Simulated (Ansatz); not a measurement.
**BH₂+ (singlet): the correlation ladder at distance B1–H2 = 1.609 Å, aug-cc-pVTZ**

How much of the correlation energy of BH₂+ (singlet) does each wave-function method recover here?

The runs use Ansatz 0.2.0, Gaussian basis; aug-cc-pVTZ, core rule «outside noble gas», up to 1 orbitals frozen.

To be run: UHF; CCSD(T) on RHF; BCCD(T) on RHF; CCSDT(Q) on RHF; CASSCF and NEVPT2, 4 electrons in 6 orbitals; Full CI.

18 further runs of the same task are left out: 11 that didn't finish, 7 set aside as unsound or not needed.

### Step 1. The geometry

The geometry derives from a PBE0/def2-TZVP stationary point (not a proven minimum). One bond is set to the value named and the two fragments are kept rigid.

3 atoms, charge 1, spin multiplicity 1.

Atoms are counted from 1 here; the program's logs count them from 0.

Bond lengths: B1–H3 1.179 Å.

### Step 2. UHF

in.yaml reads:

```yaml
crystal:
  periodic: [false, false, false]
  atoms:
    - {symbol: B, position_ang: [0.000000, 0.000000, 0.143273]}
    - {symbol: H, position_ang: [0.000000, 0.000000, -1.465727]}
    - {symbol: H, position_ang: [0.000000, 0.000000, 1.322454]}
basis:
  gaussian: {orbitals: aug-cc-pVTZ}
total_charge: 1
magnetization: {spin_polarized: true, initial_magnetization: 0}
hamiltonian: {xc: hf}
output: {orbitals: {seedname: orbitals}}
```

Run with:

```
> ansatz run in.yaml --threads 1 --pin off --events-out ev --progress --plain --max-ram 2393MiB
```

After this run come: CCSD(T) on RHF; BCCD(T) on RHF; CCSDT(Q) on RHF; CASSCF and NEVPT2, 4 electrons in 6 orbitals; Full CI.

**Question.** What will the summary of the whole plan be? Wanted: FCI below the RHF energy; RMP2 from FCI; RCCSD from FCI; RCCSD(T) from FCI; RCCSDT(Q) from FCI; NEVPT2 valence from FCI; T1 diagnostic; effectively unpaired electrons.

The runs gave:

| quantity | value |
| --- | --- |
| FCI below the RHF energy | -2.5558 eV |
| RMP2 from FCI | +585.6 meV |
| RCCSD from FCI | +48.5 meV |
| RCCSD(T) from FCI | +11.7 meV |
| RCCSDT(Q) from FCI | +0.3 meV |
| NEVPT2 valence from FCI | +347.2 meV |
| levels within 1 kcal/mol (43 meV) | RCCSD(T), BCCD(T), RCCSDT, RCCSDT(Q) |
| T1 diagnostic | 0.009 |
| effectively unpaired electrons | 0.04 |

What this shows: RCCSD(T) misses by +11.7 meV, 0.5 % of the correlation energy. One determinant dominates. These misses are within one basis, not against nature.
